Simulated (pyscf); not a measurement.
Structures and frequencies: ωB97X-D3(BJ)/def2-SVP in PySCF.

Problem. `[OH][Sb]([OH])[OH]` + `[FH]` -> `[OH][Sb]([OH])[F]` + `[OH2]`
Surface: singlet. Broken: O–Sb, F–H. Formed: F–Sb, H–O. Give ΔE‡ and ΔE from ωB97M-D3(BJ)/def2-TZVP, relative to the separated reactants.

Solution. ΔE‡ = -0.16 eV, ΔE = -0.45 eV. Zero-point energy shifts the barrier by +0.08 eV. It is a four-centre exchange, with an imaginary mode of 362i cm⁻¹. On the reactant side the descent ends in a bound adduct, 0.53 eV under the separated species and 0.36 eV under the saddle at ωB97X-D3(BJ)/def2-TZVP. On the product side the descent ends in a bound adduct, 0.46 eV under the separated species and 0.71 eV under the saddle at ωB97X-D3(BJ)/def2-TZVP. At ωB97M-D3(BJ) the saddle lies under the separated reactants, which points to a path from their complex (located at ωB97X-D3(BJ) alone). One saddle was located; it need not be the lowest between these sides. Elements past Kr carry the def2 core potentials, without spin-orbit coupling.
